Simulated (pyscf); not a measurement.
## Hydrogen shift: O=W(OH)–O–SH (SMILES [O]=[W]([OH])[O]S) [singlet] → O=WH(=O)–O–SH (SMILES [O]=[WH](=[O])[O]S)

Gas phase, singlet surface, charge 0. Bonds broken: O1–H6. Bonds formed: W2–H6. Structures and frequencies: ωB97X-D3(BJ)/def2-SVP in PySCF.

Transition state (Å):

```xyz
7

O      0.8917     1.6276    -1.3806
W     -0.1566     1.4806     0.0525
O     -1.3063     2.7143     0.1508
O     -0.7647    -0.2588     0.7699
S     -0.1574     0.1720     2.2646
H      1.4502     2.1927    -0.3351
H     -1.2855     0.6941     2.8112
```

One imaginary mode, 1355i cm⁻¹; descent along it reached the two sides named.

```
bond   change  reactant side (Å)  saddle  product side
-----  ------  -----------------  ------  ------------
O1–H6  breaks              0.961   1.313           2.6
W2–H6   forms                2.7   1.800         1.705
```

Electronic energies relative to the reactant's lowest minimum found (kcal/mol):

```
level                   barrier  reaction energy  reverse barrier
----------------------  -------  ---------------  ---------------
ωB97X-D3(BJ)/def2-TZVP     20.6            -25.3             45.8
PBE/def2-TZVP              14.2            -27.4             41.6
r²SCAN/def2-TZVP           16.2            -28.2             44.5
B3LYP-D3(BJ)/def2-TZVP     20.2            -23.9             44.1
PBE0-D3(BJ)/def2-TZVP      18.7            -24.7             43.4
M06-2X/def2-TZVP           24.7            -17.0             41.7
ωB97M-D3(BJ)/def2-TZVP     21.8            -21.7             43.4
HF/def2-TZVP               39.6             -6.4             46.0
```

With ωB97M-D3(BJ)/def2-TZVP energies and thermal terms (ideal gas, 1 atm, RRHO with modes under 100 cm⁻¹ raised to 100, one conformer, R ln 2 for chiral ones without a mode under 150 cm⁻¹), in kcal/mol:

| T (K) | ΔH‡ | ΔG‡ | ΔH | ΔG |
|---|---|---|---|---|
| 298 | 19.0 | 20.1 | -22.9 | -21.7 |
| 600 | 18.2 | 21.6 | -23.4 | -20.2 |
| 900 | 17.7 | 23.4 | -23.5 | -18.6 |
| 1200 | 17.3 | 25.4 | -23.4 | -16.9 |

This saddle turned up in a search for another step; its sides and bond changes are read from the two ends of the descent. The same reactants have a lower exit, to [O=W(=O)–OH]• + SH• (no saddle counted: cutting one bond costs +13.5 kcal/mol at ωB97M-D3(BJ)/def2-TZVP, against +21.8 kcal/mol here). O=W(OH)–O–SH [singlet] is closed by a dative S–W contact. O=WH(=O)–O–SH is closed by a dative S–W contact. The other spin state of O=W(OH)–O–SH [singlet] is not in these data. O=W(OH)–O–SH [singlet] lies 72.4 kcal/mol over its isomer O=W(=O)(OH)–SH (electronic energy, ωB97M-D3(BJ)/def2-TZVP). O=WH(=O)–O–SH lies 50.7 kcal/mol over its isomer O=W(=O)(OH)–SH (electronic energy, ωB97M-D3(BJ)/def2-TZVP). One saddle was located; it need not be the lowest between these sides. Elements past Kr carry the def2 core potentials, without spin-orbit coupling.
